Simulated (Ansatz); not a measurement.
**Converging the basis set for AlH3S (SMILES [AlH2][SH])**

AlH3S has 5 atoms, charge 0, and is taken as a singlet. SMILES: `[AlH2][SH]`. The shape is that of a PBE0-D4/def2-TZVP optimisation.

```tsv
atom	x (Å)	y (Å)	z (Å)
Al	-0.6161	-0.0642	-0.1817
S	1.1291	-0.3431	1.0966
H	-1.9817	-0.6501	0.3511
H	-0.4411	0.6960	-1.5564
H	1.9597	0.2878	0.2490
```

Program: Ansatz 0.2.0. Method: PBE-QIDH. Swept: basis set. Watched: the energy change with the Al1–H4 bond stretched from 1.581 to 1.897 Å. Each run: gradient, 10 core orbitals frozen. Hardware: 1 thread of Arm Neoverse V1, shared host.

Deviations are taken from the sweep's last point, which isn't the limit.

Question: The candidates, from coarse to fine: def2-SV(P); def2-SVP; def2-TZVP; def2-TZVPP; def2-QZVP. Estimate which is the coarsest that holds the energy change with the Al1–H4 bond stretched from 1.581 to 1.897 Å within 0.02 eV of the last.

Answer: def2-SVP: it is 0.0017 eV off and takes 5.4 s, against 56 s for def2-QZVP.

```
 basis set  basis functions  value (eV)  from the best (eV)  wall time
def2-SV(P)               42      0.4889             -0.0219      4.6 s
  def2-SVP               51      0.5092             -0.0017      5.4 s
 def2-TZVP               92      0.5067             -0.0042       10 s
def2-TZVPP              126      0.5066             -0.0042       15 s
 def2-QZVP              230      0.5109              0.0000       56 s
```
